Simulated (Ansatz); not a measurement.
CCl2 (dichloromethylene): from total energies to a heat of formation

CCl2: 3 atoms, total charge 0, spin state singlet. As SMILES, `Cl[C]Cl`. Geometry: relaxed at PBE0-D4/def2-TZVP.

```xyz
3

Cl    1.2367   -0.3293    0.6443
C    -0.2316   -0.5851   -0.1898
Cl   -1.0051    0.9145   -0.4545
```

Total energies at HF/3-21G (Ansatz 0.2.0); the atoms run unrestricted:

| species | state | energy (Eh) |
| --- | --- | --- |
| CCl2 | singlet | -952.090181 |
| Cl | doublet | -457.276552 |
| C | triplet | -37.481070 |

Harmonic wavenumbers at B3LYP/6-31G*, in cm⁻¹: 324, 705, 714.

Measured heats of formation of the gaseous atoms at 298.15 K, in kJ/mol: Cl 121.3, C 716.9. Spin-orbit lowering of the atoms at 298 K (mean of the ground term's levels less their thermal mean, from spectra), in kJ/mol: Cl 3.44, C 0.02. Take 1 Eh = 2625.50 kJ/mol, 1 cm⁻¹ = 0.0119627 kJ/mol, RT = 2.479 kJ/mol.

Task: What heat of formation follows?

Result: 
1. Electronic atomisation energy: 2 × (-457.276552) + (-37.481070) − (-952.090181) = 0.056007 Eh = 147.0 kJ/mol.
2. Zero-point energy: half the sum of the wavenumbers, 871.5 cm⁻¹ = 10.4 kJ/mol.
3. Thermal vibrational enthalpy, Σ hcν̃/(exp(hcν̃/kT) − 1): 1.6 kJ/mol. Translation, rotation and pV of a non-linear molecule: 4 RT = 9.9 kJ/mol.
4. The 3 free atoms carry 5/2 RT each: 18.6 kJ/mol.
5. Spin-orbit coupling lowers the free atoms by 2 × 3.44 + 0.02 = 6.9 kJ/mol.
6. Atomisation enthalpy at 298 K: 147.0 − 6.9 − 10.4 − 1.6 − 9.9 + 18.6 = 136.8 kJ/mol.
7. Sum of the atoms' heats of formation: 959.5 kJ/mol. Heat of formation: 959.5 − 136.8 = +822.7 kJ/mol.

No measured value is set beside it here. Hartree–Fock leaves out correlation, which is larger in the molecule than in the atoms, so it underbinds and puts the heat of formation too high. Anharmonicity and any spin-orbit splitting of the molecule are left out.
